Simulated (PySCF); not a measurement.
Level of theory: PBE-D3(BJ)/def2-TZVP // B3LYP-D3(BJ)/def2-TZVP (PySCF 2.14.0). All species are isolated molecules in the gas phase. Excitations are Tamm–Dancoff values on a coarser integration grid. The basis has no diffuse functions, so Rydberg states are missing or too high.

Reference species (SMILES): `C[SiH3]` (neutral, multiplicity 1).

```yaml
S1–T1 gap (TDA): 0.58 eV
T1 excitation (TDA): 7.47 eV
```

Changed species: `CC`.

What does the change do to the S1–T1 gap (TDA) and T1 excitation (TDA)?

the S1–T1 gap (TDA) drops by 0.26 eV, to 0.32 eV; the T1 excitation (TDA) increases by 1.09 eV, to 8.56 eV.
